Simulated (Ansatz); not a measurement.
# AlPH+ (quintet): from Hartree-Fock to the top rungs, 6-31G

Aim: climb from Hartree-Fock through coupled cluster and multireference methods for AlPH+ (quintet) at one geometry and basis, and see what each rung misses.

Method: 6-31G, core rule «outside noble gas», up to 10 orbitals frozen; program: Ansatz 0.2.0, Gaussian basis.

To be run: UHF; CCSD(T) on ROHF; CCSD(T) on UHF; BCCD(T) on ROHF; CISD; CCSDT(Q) on ROHF; CCSDT(Q) on UHF; CISDTQ; CCSDTQ on ROHF; CCSDTQ on UHF; CASSCF and MRCISD+Q, 8 electrons in 9 orbitals; CASSCF and NEVPT4(SD), 8 electrons in 9 orbitals; CASSCF and NEVPT2, 8 electrons in 9 orbitals; Full CI.

10 further runs of the same task are left out: 5 that didn't finish, 5 set aside as unsound or not needed.

### Step 1. The system

The geometry is a PBE0/def2-TZVP stationary point (not a proven minimum) of the parent state, kept for this charge and spin.

3 atoms, charge 1, spin multiplicity 5.

Atoms are counted from 1 here; the program's logs count them from 0.

Bond lengths: Al1–P2 2.386 Å, Al1–H3 1.614 Å. Angles: P2–Al1–H3 114.3°.

### Step 2. UHF

The input, in.yaml:

```yaml
crystal:
  periodic: [false, false, false]
  atoms:
    - {symbol: Al, position_ang: [0.000000, -0.107696, 1.237712]}
    - {symbol: P, position_ang: [0.000000, 0.051009, -1.143237]}
    - {symbol: H, position_ang: [0.000000, 1.315423, 1.999097]}
basis:
  gaussian: {orbitals: 6-31G}
total_charge: 1
magnetization: {spin_polarized: true, initial_magnetization: 4}
hamiltonian: {xc: hf}
output: {orbitals: {seedname: orbitals}}
```

Run with:

```bash
$ ansatz run in.yaml --threads 1 --pin off --events-out ev --progress --plain --max-ram 2393MiB
```

The runs that follow: CCSD(T) on ROHF; CCSD(T) on UHF; BCCD(T) on ROHF; CISD; CCSDT(Q) on ROHF; CCSDT(Q) on UHF; CISDTQ; CCSDTQ on ROHF; CCSDTQ on UHF; CASSCF and MRCISD+Q, 8 electrons in 9 orbitals; CASSCF and NEVPT4(SD), 8 electrons in 9 orbitals; CASSCF and NEVPT2, 8 electrons in 9 orbitals; Full CI.

Before running them: what should the planned runs give, taken together? Wanted: FCI below the RHF energy; RMP2 from FCI; UMP2 from FCI; RCCSD from FCI; RCCSD(T) from FCI; UCCSD(T) from FCI; RCCSDT(Q) from FCI; UCCSDT(Q) from FCI; NEVPT2 valence from FCI.

The runs gave:

| quantity | value |
| --- | --- |
| FCI below the RHF energy | -1.5198 eV |
| RMP2 from FCI | +12.88 kcal/mol |
| UMP2 from FCI | +11.94 kcal/mol |
| RCCSD from FCI | +1.06 kcal/mol |
| RCCSD(T) from FCI | +0.37 kcal/mol |
| UCCSD(T) from FCI | +0.31 kcal/mol |
| RCCSDT(Q) from FCI | 0.00 kcal/mol |
| UCCSDT(Q) from FCI | 0.00 kcal/mol |
| NEVPT2 valence from FCI | +3.61 kcal/mol |
| NEVPT4(SD) valence from FCI | +0.46 kcal/mol |
| MRCISD+Q valence from FCI | +0.10 kcal/mol |
| levels within 1 kcal/mol (43 meV) | UCCSD, RCCSD(T), UCCSD(T), BCCD(T), RCCSDT, UCCSDT, CISDTQ, RCCSDT(Q), UCCSDT(Q), RCCSDTQ, UCCSDTQ, NEVPT4(SD) valence, MRCISD valence, MRCISD+Q valence |
| T1 diagnostic | 0.037 |
| effectively unpaired electrons | 4.02 |

**Reading.** RCCSD(T) lands +0.37 kcal/mol from the yardstick (1.0 % of the correlation energy). One determinant dominates. Of the multireference levels listed MRCISD+Q valence comes nearest in total energy (+0.10 kcal/mol), which doesn't show that its space is the better one. These misses are within one basis, not against nature; the frozen cores of restricted and unrestricted runs differ, which can shift their rows.
